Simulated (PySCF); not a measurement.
1,3-dithiane, C4H8S2.
Geometry (PBE0-D3(BJ)/def2-SVP, Å), atoms numbered from 1 in this order:
```
atom  x, y, z in Å
C1    -1.259    0.066   -0.175
C2    -0.566   -1.263    0.088
S3     0.963   -1.509   -0.859
C4     1.870   -0.059   -0.272
S5     1.091    1.533   -0.633
C6    -0.458    1.279    0.277
H7    -2.220    0.066    0.368
H8    -1.488    0.156   -1.249
H9    -0.347   -1.383    1.164
H10   -1.215   -2.102   -0.204
H11    2.841   -0.062   -0.787
H12    2.059   -0.148    0.811
H13   -1.033    2.204    0.115
H14   -0.237    1.221    1.357
```

Level of theory: PySCF, TDDFT CAM-B3LYP/def2-SVPD, vertical, gas phase, core orbitals frozen in the response.

Kohn–Sham orbitals with the atoms that hold most of them (Löwdin shares over 4%, at most four atoms; ? is withheld):

```tsv
orbital	ε (eV)	atoms
LUMO+2	1.44	S3 35%, S5 35%, H11 4%, C4 4%
LUMO+1	1.20	S5 17%, S3 17%, C1 9%, H7 8%
LUMO	1.01	?
HOMO	-7.62	S5 40%, S3 40%, C4 5%, C6 5%
HOMO-1	-8.07	?
HOMO-2	-10.18	S5 30%, S3 30%, C4 14%, C6 8%
HOMO-3	-10.21	S3 20%, S5 20%, C1 12%, C2 10%
```

Give the leading atoms of the LUMO.

S3 (bonded to 2 C) 36%; S5 (bonded to 2 C) 36%; C4 (bonded to 2 S and 2 H) 6%; H12 (bonded to C) 4%. By element: sulfur 72%, carbon 6% or more, hydrogen 4% or more.

Which atoms hold the HOMO-1, and with what shares?

S3 (bonded to 2 C) 34%; S5 (bonded to 2 C) 34%; C4 (bonded to 2 S and 2 H) 12%; C2 (bonded to C, S and 2 H) 4%. By element: sulfur 68%, carbon 17% or more.

How does S1 compare with the orbital gap of 8.63 eV?

S1 is at 5.22 eV (f = 0.0051), 3.41 eV below the gap, made of HOMO→LUMO (74%). Without the coupling terms of the response equations the lowest excitation would equal the gap.

One configuration dominates each of S1 and S3. Which, and how do the shares of the two leading atoms of either orbital change from the occupied to the empty one?

- S1 (5.22 eV, f 0.0051), HOMO→LUMO (74%): S5 40% → 36%, S3 40% → 36%
- S3 (6.07 eV, f 0.046), HOMO→LUMO+1 (72%): S5 40% → 17%, S3 40% → 17%

Hardware: one thread, x86-64 server (shared host). Cost: 71 s of wall time.

One conformer stands for the species.
